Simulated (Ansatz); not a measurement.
# SiSe₂ (Ibam, No. 72)

Calculation: LDA (plane waves, PAW; Ansatz, a quantum-chemistry and plane-wave program).

Numerical settings: plane-wave cutoff 520 eV, 8×8×8 k mesh, Fermi–Dirac smearing 0.01 eV, scalar-relativistic PAW data made under PBE.

Cell (relaxed at this level):

```yaml
crystal:
  lattice:
    - [-3.03887, 4.41163, 2.90346]
    - [3.03887, -4.41163, 2.90346]
    - [3.03887, 4.41163, -2.90346]
  atoms:
    - { symbol: Si, position: [0.75000, 0.75000, 0.00000] }
    - { symbol: Si, position: [0.25000, 0.25000, 0.00000] }
    - { symbol: Se, position: [0.13242, 0.21540, 0.34781] }
    - { symbol: Se, position: [0.86758, 0.78460, 0.65219] }
    - { symbol: Se, position: [0.63242, 0.28460, 0.91702] }
    - { symbol: Se, position: [0.36758, 0.71540, 0.08298] }
```

```json
{
  "band_gap": "1.36 eV (indirect)",
  "smallest_direct_gap_on_the_k_points_sampled": "1.47 eV",
  "Γ–Γ gap": "2.77 eV"
}
```

Note: the volume lies 8 % below that of the published cell.

Spin–orbit coupling is not included.

The computed numbers hold no vibrational or temperature effects.

It cost roughly 2.9 core-minutes of CPU time.
